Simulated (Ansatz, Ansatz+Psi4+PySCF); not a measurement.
Two shapes of singlet PH₃.

Shape 1:

```xyz
4

P     0.0000    0.0000    0.1246
H     0.0000    1.2006   -0.6231
H     1.0398   -0.6003   -0.6231
H    -1.0398   -0.6003   -0.6231
```

Shape 2:

```xyz
4

P     0.0000    0.0000    0.1167
H     0.0000    1.1837   -0.6204
H     1.0251   -0.5918   -0.6204
H    -1.0251   -0.5918   -0.6204
```

Basis set: cc-pVTZ on H; cc-pV(T+d)Z on P (spherical functions). Frozen core: 5 orbitals. Charge 0, multiplicity 1.

Computed with Ansatz (development build ahead of 0.2.0) and Psi4 1.11; each method stands on the lowest determinant of its kind that the runs found.

**Question.** Which shape is lower in energy, and by how much in each method?

**Answer.**

```tsv
method	E(2) − E(1) (eV)
RHF	0.002
RHF-MP2	0.005
RHF-CCSD(T)	0.013
```

Shape 1 is lower.
